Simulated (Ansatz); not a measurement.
For hcp Zn, r²SCAN-D4 in Ansatz (plane waves, PAW) gives:

| Item | Value |
|---|---|
| lattice constant a | 2.607 Å |
| lattice parameter c | 4.824 Å |

Problem. What does Hartree–Fock (plane waves, PAW; Ansatz, an electronic-structure program) give for the same quantities?

Solution. 
- lattice constant a: 2.749 Å (increases by 5.4 %)
- lattice parameter c: 5.901 Å (rises by 22 %)

For comparison: lattice constant a 2.665 Å (measured, 293 K, not corrected to a static lattice, our sources range from 2.660 to 2.665; as tabulated in Wikipedia's data pages); lattice parameter c 4.946 Å (measured, 293 K, not corrected to a static lattice; as tabulated in Wikipedia's data pages).

Changes are worked out from the printed values.

Unless a cell is named, each level is at its own relaxed cell (r²SCAN-D4 14.19, Hartree–Fock 19.32 Å³/atom).

Ansatz's density-functional and Hartree–Fock values are scalar-relativistic unless marked +SOC, with PAW data made under PBE.
